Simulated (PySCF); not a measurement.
# Working out the ionisation energy of F

F [He] 2s2 2p5 (2P) → F⁺ [He] 2s2 2p4 (3P). Computed with PySCF 2.14 in x2c-TZVPPall with one added diffuse shell each of s, p, d type (6s4p3d1f, 40 functions), with scalar relativity by spin-free X2C-1e. Frozen: 1s2. Energies in hartree (1 hartree = 27.21139 eV):

| part | F (lower) | F⁺ (upper) |
| --- | --- | --- |
| UHF | -99.499168 | -98.924228 |
| CCSD correlation | -0.211755 | -0.157146 |
| (T) | -0.003836 | -0.001970 |

Question: What does Hartree-Fock give?

Answer: (-98.924228) − (-99.499168) = 0.574940 hartree = 15.645 eV.

Question: What do CCSD and CCSD(T) give?

Answer: The CCSD correlation energies differ by 0.054609 hartree = 1.486 eV and the triples by 0.001866 hartree = 0.051 eV, so CCSD gives 17.131 eV and CCSD(T) 17.182 eV.

Measured between the centres of the two terms (NIST): 17.427 eV, so CCSD(T) (valence) is off by -0.245 eV.

What remains against the reference includes basis incompleteness, the frozen core and higher excitations.
